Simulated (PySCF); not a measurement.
AlF3, SMILES [F][Al]([F])[F].

Geometry optimised at B3LYP-D3(BJ)/def2-TZVP. The isomer is the one that the SMILES or the coordinates give; other isomers of the formula were not compared.

Calculation: PySCF with B3LYP/def2-TZVPD.

Symmetry labels are those of the subgroup C2v that the program uses (full group D3h).

Task: List the valence orbital energies around the gap with their symmetry. (The exact figures need the calculation; the answer reports its results.)

Result: 
| orbital | symmetry | energy (eV) |
|---|---|---|
| HOMO−7 | B1 | -13.04 |
| HOMO−6 | A1 | -13.04 |
| HOMO−5 | B2 | -12.47 |
| HOMO−4 | A1 | -12.16 |
| HOMO−3 | B1 | -12.16 |
| HOMO−2 | A2 | -11.96 |
| HOMO−1 | B2 | -11.96 |
| HOMO | B1 | -11.48 |
| LUMO | A1 | -2.10 |
| LUMO+1 | B2 | -0.50 |
| LUMO+2 | A1 | 1.04 |
| LUMO+3 | B1 | 1.04 |
